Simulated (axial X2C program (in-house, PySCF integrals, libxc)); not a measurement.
# POH⁺: bond lengths and stretches, held linear

The task here is to estimate one member of a computed series from the others.

Method: all-electron X2C, two-component (2c) or spin-free, P dyall-v3z, O dyall-av3z, H dyall-v3z; program: an in-house X2C program for linear molecules on PySCF integrals.

All values are calculated.

2 further runs of the same task are left out: 2 set aside as unsound or not needed.

Set-up of the first run:

The input, task.json:

```json
{
 "zs": [
  15,
  8,
  1
 ],
 "q": 1,
 "bas": [
  "dyall-v3z",
  "dyall-av3z",
  "dyall-v3z"
 ],
 "r0": [
  1.74,
  0.96
 ],
 "symm": 0,
 "scan": [
  "PBE0",
  "HF",
  "B3LYP"
 ],
 "levels": [
  "PBE0",
  "HF",
  "TPSSh"
 ],
 "nst": 2
}
```

Keys: zs atomic numbers; q charge; bas basis sets; r0 starting distance in Å; symm equal bonds; scan levels of the two-bond scan (MP2 follows by itself at each HF point); levels methods; nst determinants followed.

The run is started by

```sh
python solin.py task.json out
```

Masses P 30.974, O 15.995, H 1.008 u.

Among the steps run: Scan at PBE0, 2c; Scan at HF, 2c; Scan at B3LYP, 2c.

One table of the session follows, with a row left open; its other results are not shown here.

| level | r(P–O) (Å) | r(O–H) (Å) | lower stretch (cm⁻¹) | upper stretch (cm⁻¹) |
| --- | --- | --- | --- | --- |
| PBE0, 2c | 1.511 | 0.969 | 1168.7 | 3769.7 |
| HF, 2c | 1.487 | 0.951 | 1245.7 | 3984.9 |
| B3LYP, 2c | 1.519 | 0.971 | 1141.7 | 3723.7 |
| MP2, 2c | 1.517 | 0.972 | 1154.6 | 3727.1 |
| PBE0, spin-free | 1.511 | 0.969 | 1168.8 | 3769.0 |
| HF, spin-free | 1.487 | 0.951 | 1245.9 | 3984.3 |
| B3LYP, spin-free | 1.519 | 0.971 | 1141.8 | 3722.9 |
| MP2, spin-free | ? | ? | ? | ? |

Q: Estimate the row for MP2, spin-free from the others.

**Answer.** r(P–O) (Å): 1.517; r(O–H) (Å): 0.972; lower stretch (cm⁻¹): 1154.7; upper stretch (cm⁻¹): 3726.4.

Scans not shown above were run alike.

MP2 freezes inner shells (threshold -2 hartree). The molecule was held linear; bending was not examined, so a bent shape may lie lower. Note: functional without a current term on a determinant with orbital currents, of the molecule or an atom.
